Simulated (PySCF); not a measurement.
# C4H2ClO: the cost of one run

Computed with PySCF 2.14.0 and routines of our own; the level stands in each step. Atoms count from 0.

### 1 The starting structure

8 atoms, charge -1, multiplicity 1; geometry from: GFN2-xTB.

### 2 Relaxing the molecule at PBE0-D3(BJ)/def2-TZVP

Job settings and geometry (Å):

```
{"job": {"xc": "PBE0", "basis": "def2-TZVP", "d3": "d3bj", "grid": 2, "kind": "geom"}, "charge": -1, "multiplicity": 1}
O     -2.896271    -0.121509     0.763560
C     -2.007873     0.025142    -0.097751
C     -0.656091    -0.004186     0.039304
C      0.581350    -0.032564     0.184541
C      1.896976    -0.053781     0.271660
Cl     2.916383     0.194211    -1.172781
H     -2.317917     0.211737    -1.164755
H      2.492501    -0.209638     1.151657
```

Started as:

```bash
> OMP_NUM_THREADS=1 python excited_run.py task.json out
```

One launch serves the whole session: the jobs run in the order shown.

**Question.** How long does this first job take on 1 thread of Intel Xeon Platinum 8259CL at 2.50GHz, shared host, and how much memory does it need?

About 2.6 min, with a peak of 0.82 GiB.
